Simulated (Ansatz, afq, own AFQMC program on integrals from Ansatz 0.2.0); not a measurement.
# MgSi, triplet in cc-pVDZ, levels against full CI

```yaml
atoms:
  - { symbol: Si, position_ang: [0.0000, 0.0000, 0.0000] }
  - { symbol: Mg, position_ang: [0.0000, 0.0000, 2.5324] }
```

Basis cc-pVDZ. Only valence electrons are correlated. Ansatz 0.2.0 and our own AFQMC program on the same integrals; the CISD trial comes from CCSD amplitudes, and released means the phaseless constraint is let go. Error bars are statistical, one sigma.

Determinant: UHF, the one that the program's search chose, which needn't be the lowest solution. The geometry is a PBE0/def2-TZVP stationary point of this or a neighbouring charge and spin state.

Full CI on the same integrals is exact in this basis and with this determinant's frozen core.

Cautions: strong correlation (T1 0.084, weight of the determinant 0.80, largest double 0.18); unrestricted determinant spin contaminated (⟨S²⟩ 2.72 against 2.00).

The T1 diagnostic is 0.0838. The weight of the determinant in the CISD state is 0.798 and the ⟨S²⟩ of the determinant is 2.724. The size of the correlated space is 6 electrons in 26 orbitals.

Reference: full CI, correlation energy -2.810 eV. The released energy is read at 2.40 1/Eh (meV from the phaseless value at times in 1/Eh: -8 ± 8 at 0.24, -8 ± 9 at 0.51, -25 ± 10 at 0.99, -13 ± 9 at 1.62, -18 ± 9 at 2.40). The cautions show a poor starting determinant, so the rows tell how each method copes with it here, and full CI is the sure value.

```json
{"level": "HF", "E − E(reference) (meV)": "2810.1", "share of correlation (%)": "0.00"}
{"level": "MP2", "E − E(reference) (meV)": "941.7", "share of correlation (%)": "66.49"}
{"level": "CCSD", "E − E(reference) (meV)": "212.6", "share of correlation (%)": "92.43"}
{"level": "CCSD(T)", "E − E(reference) (meV)": "85.0", "share of correlation (%)": "96.98"}
{"level": "CCSDT", "E − E(reference) (meV)": "12.8", "share of correlation (%)": "99.55"}
{"level": "CCSDT(Q)", "E − E(reference) (meV)": "0.3", "share of correlation (%)": "99.99"}
{"level": "ph-AFQMC/HF", "E − E(reference) (meV)": "-38.9 ± 26.3", "share of correlation (%)": "101.38"}
{"level": "ph-AFQMC/CISD", "E − E(reference) (meV)": "12.1 ± 7.8", "share of correlation (%)": "99.57"}
{"level": "released AFQMC", "E − E(reference) (meV)": "-5.9 ± 8.7", "share of correlation (%)": "100.21"}
```

CCSDT and higher add their correlation energy to the determinant of the CCSD(T) run, since their own runs factorise the integrals more tightly (a shift of under 2 meV). A walk keeps the symmetry of its determinant, which the program's search chose and which needn't be the lowest solution, so a lower state of the same spin and another symmetry isn't excluded. Released energies are given only where the last usable release times agree within the noise; a slower fall can still hide under it.
